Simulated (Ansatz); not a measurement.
**AlN+ (doublet): the correlation ladder, 6-31G**

Aim: climb from Hartree-Fock through coupled cluster for AlN+ (doublet) at one geometry and basis, and see what each rung misses.

The runs use Ansatz 0.2.0, Gaussian basis; 6-31G, correlated electrons: outside noble gas.

The runs, in order: UHF; CCSD(T) on ROHF; CCSD(T) on UHF; BCCD(T) on ROHF; CCSDT(Q) on ROHF; CCSDT(Q) on UHF; Full CI.

## Step 1: What is computed

The geometry is a PBE0/def2-TZVP stationary point (not a proven minimum) of the parent state, kept for this charge and spin.

2 atoms, charge 1, spin multiplicity 2.

Atoms are counted from 1 here; the program's logs count them from 0.

Bond lengths: Al1–N2 1.668 Å.

In the tables R marks a restricted open-shell determinant and U an unrestricted one; correlation energies count from the lowest restricted Hartree-Fock solution.

## Step 2: UHF

in.yaml reads:

```yaml
crystal:
  periodic: [false, false, false]
  atoms:
    - {symbol: Al, position_ang: [0.000000, 0.000000, 0.000000]}
    - {symbol: N, position_ang: [0.000000, 0.000000, 1.668087]}
basis:
  gaussian: {orbitals: 6-31G}
total_charge: 1
magnetization: {spin_polarized: true, initial_magnetization: 1}
hamiltonian: {xc: hf}
output: {orbitals: {seedname: orbitals}}
```

On the command line:

```sh
$ ansatz run in.yaml --threads 1 --pin off --events-out ev --progress --plain --max-ram 2176MiB
```

The runs that follow: CCSD(T) on ROHF; CCSD(T) on UHF; BCCD(T) on ROHF; CCSDT(Q) on ROHF; CCSDT(Q) on UHF; Full CI.

Q: Predict the results of all the runs planned. Wanted: correlation energy, FCI; RMP2 from FCI; UMP2 from FCI; RCCSD from FCI; RCCSD(T) from FCI; UCCSD(T) from FCI; RCCSDT(Q) from FCI; UCCSDT(Q) from FCI; T1 diagnostic.

The runs gave:

```
                                      quantity                                 value
                       correlation energy, FCI                            -4.7820 eV
                                 RMP2 from FCI                           +1282.9 meV
                                 UMP2 from FCI                            +949.2 meV
                                RCCSD from FCI                            +295.4 meV
                             RCCSD(T) from FCI                             +46.7 meV
                             UCCSD(T) from FCI                            +133.2 meV
                            RCCSDT(Q) from FCI                             -12.7 meV
                            UCCSDT(Q) from FCI                             -13.8 meV
levels of the table within 1 kcal/mol (43 meV)  RCCSDT, UCCSDT, RCCSDT(Q), UCCSDT(Q)
                                 T1 diagnostic                                 0.098
                effectively unpaired electrons                                  1.67
```

In words: RCCSD(T) lands +46.7 meV from the yardstick (1.0 % of the correlation energy). CCSD(T) misses by +46.7 meV on the restricted determinant and by +133.2 meV on the unrestricted one; the two need not hold the same state or core. RCCSDT(Q), UCCSDT(Q) fall below full CI: unrestricted runs freeze a spin-polarised core, another one than full CI's, and coupled cluster isn't variational. The occupations show some static correlation. Coupled cluster took another determinant than the lowest Hartree-Fock one. These misses are within one basis, not against nature; the frozen cores of restricted and unrestricted runs differ, which can shift their rows.
